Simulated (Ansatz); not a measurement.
# CH₂Si (singlet): the correlation ladder, 6-31G

Aim: climb from Hartree-Fock through coupled cluster and multireference methods for CH₂Si (singlet) at one geometry and basis, and see what each rung misses.

Computed with Ansatz 0.2.0, Gaussian basis. Level: 6-31G, core rule «outside noble gas», up to 6 orbitals frozen.

To be run: UHF; CCSD(T) on RHF; CCSD(T) on UHF; BCCD(T) on RHF; CISD; CCSDT(Q) on RHF; CISDTQ; CCSDTQ on RHF; CCSDTQ on UHF; CASSCF and MRCISD+Q, 10 electrons in 10 orbitals; CASSCF and NEVPT2, 10 electrons in 10 orbitals; Full CI.

5 further runs of the same task are left out: 1 for a known fault of the program, 4 set aside as unsound or not needed.

## (1) The system

The geometry is a PBE0/def2-TZVP stationary point (not a proven minimum) of the parent state, kept for this charge and spin.

4 atoms, charge 0, spin multiplicity 1.

Atoms are counted from 1 here; the program's logs count them from 0.

Bond lengths: Si1–C2 1.820 Å, Si1–H3 1.492 Å, Si1–H4 1.492 Å. Angles: C2–Si1–H3 125.7°, C2–Si1–H4 125.7°, H3–Si1–H4 108.7°.

## (2) UHF

The input, in.yaml:

```yaml
crystal:
  periodic: [false, false, false]
  atoms:
    - {symbol: Si, position_ang: [0.000000, 0.000000, 0.477506]}
    - {symbol: C, position_ang: [0.000000, 0.000000, -1.342750]}
    - {symbol: H, position_ang: [0.000000, 1.212489, 1.347482]}
    - {symbol: H, position_ang: [0.000000, -1.212489, 1.347482]}
basis:
  gaussian: {orbitals: 6-31G}
magnetization: {spin_polarized: true, initial_magnetization: 0}
hamiltonian: {xc: hf}
output: {orbitals: {seedname: orbitals}}
```

Launch:

```sh
$ ansatz run in.yaml --threads 1 --pin off --events-out ev --progress --plain --max-ram 4096MiB --backend cpu
```

Further steps of the session: CCSD(T) on RHF; CCSD(T) on UHF; BCCD(T) on RHF; CISD; CCSDT(Q) on RHF; CISDTQ; CCSDTQ on RHF; CCSDTQ on UHF; CASSCF and MRCISD+Q, 10 electrons in 10 orbitals; CASSCF and NEVPT2, 10 electrons in 10 orbitals; Full CI.

**Question.** What will the summary of the whole plan be? Wanted: FCI below the RHF energy; RMP2 from FCI; UMP2 from FCI; RCCSD from FCI; RCCSD(T) from FCI; UCCSD(T) from FCI; RCCSDT(Q) from FCI; NEVPT2 valence from FCI; MRCISD+Q valence from FCI.

The runs gave:

| quantity | value |
| --- | --- |
| FCI below the RHF energy | -4.7028 eV |
| RMP2 from FCI | +1128.8 meV |
| UMP2 from FCI | +1597.2 meV |
| RCCSD from FCI | +196.3 meV |
| RCCSD(T) from FCI | +45.2 meV |
| UCCSD(T) from FCI | +40.1 meV |
| RCCSDT(Q) from FCI | +3.5 meV |
| NEVPT2 valence from FCI | +313.0 meV |
| MRCISD+Q valence from FCI | +11.7 meV |
| levels within 1 kcal/mol (43 meV) | UCCSD(T), RCCSDT, CISDTQ, RCCSDT(Q), RCCSDTQ, UCCSDTQ, MRCISD valence, MRCISD+Q valence |
| T1 diagnostic | 0.021 |
| effectively unpaired electrons | 0.23 |

RCCSD(T) misses by +45.2 meV, 1.0 % of the correlation energy. The occupations show some static correlation. Of the multireference levels listed MRCISD+Q valence comes nearest in total energy (+11.7 meV), which doesn't show that its space is the better one. These misses are within one basis, not against nature.
